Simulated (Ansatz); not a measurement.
The input, for Ansatz 0.2.0:

```yaml
crystal:
  periodic: [false, false, false]
  atoms:
    - {symbol: P, position_ang: [0.000000, 0.000000, 1.637183]}
    - {symbol: Ga, position_ang: [0.000000, 0.000000, -0.685019]}
    - {symbol: H, position_ang: [0.000000, -1.364953, -1.462469]}
    - {symbol: H, position_ang: [0.000000, 1.364953, -1.462469]}
basis:
  gaussian: {orbitals: cc-pVDZ}
total_charge: 1
magnetization: {spin_polarized: false, initial_magnetization: 3}
correlation: {active_space: {window: {electrons: 5, orbitals: 7}}}
```

```sh
$ ansatz run in.yaml --threads 1 --pin off --events-out ev --progress --plain --max-ram 2393MiB
```

Output:

```
600 factors; integrals over basis functions are off by at most 8.0e-4 eV
mean field evaluation 1: about -61626.7355 eV, gradient 7.9e0 eV
mean field evaluation 2: about -61626.7411 eV, gradient 7.9e0 eV
mean field evaluation 4: about -61627.6833 eV, gradient 8.3e-1 eV
mean field evaluation 8: about -61627.7041 eV, gradient 5.2e-3 eV
mean field evaluation 16: about -61625.0139 eV, gradient 6.1e-5 eV
mean field evaluation 32: about -61625.0139 eV, gradient 6.8e-5 eV
mean field -61627.70411378 eV, -2264.7763534232 hartree, gradient 5.4e-6 eV, S^2 3.750000; 3 other end points of the search recorded, 0 dependent functions left out
reference -61627.70411378 eV, -2264.7763534232 hartree; 25, 22 occupied and 30, 33 virtual orbitals, 600 factors
state -61628.41111324 eV, -2264.8023351743 hartree
Total energy: -61628.41111324 eV, -2264.8023351743 hartree
```

Ran on 1 thread of AMD EPYC, shared host: 40 s wall, 0.19 GiB peak host memory.
